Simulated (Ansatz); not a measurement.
Reaction (SMILES): Cl (HCl) → [Cl-] + H+
B3LYP-D3(BJ)/def2-TZVP geometries, fixed; electronic energies without zero-point terms.
Largest species:
```
Cl
H 1 1.2820
```
Charge 0, spin multiplicity 1.

The deprotonation energy at MP2 with Ansatz (a program for electronic structure), in kcal/mol, split into its Hartree-Fock and correlation parts. Cores are frozen. No added dispersion term, no relativity. Functions are those of the species that has most.

| basis | X | functions | Hartree-Fock | MP2 |
|---|---|---|---|---|
| aug-cc-pV(D+d)Z | 2 | 41 | 333.24 | 333.01 |
| aug-cc-pV(T+d)Z | 3 | 78 | 335.75 | 335.78 |
| aug-cc-pV(Q+d)Z | 4 | 135 | 336.05 | 335.19 |
| aug-cc-pV(5+d)Z | 5 | 216 | 336.16 | 334.93 |

Worked estimate of the basis-set limit from each neighbouring pair, with Hartree-Fock from the larger set and the correlation part extrapolated as X^-3.
Correlation parts: X = 2: -0.23, X = 3: 0.03, X = 4: -0.86, X = 5: -1.23.
- (2,3): (27·(0.03) - 8·(-0.23))/19 = 0.14; with Hartree-Fock 335.75 the estimate is 335.89 kcal/mol.
- (3,4): (64·(-0.86) - 27·(0.03))/37 = -1.51; with Hartree-Fock 336.05 the estimate is 334.54 kcal/mol.
- (4,5): (125·(-1.23) - 64·(-0.86))/61 = -1.62; with Hartree-Fock 336.16 the estimate is 334.54 kcal/mol.
The last two estimates differ by 0.00 kcal/mol; the largest set lies 0.39 from the last. Over the last step Hartree-Fock moves by 0.11 and the correlation part by -0.37.
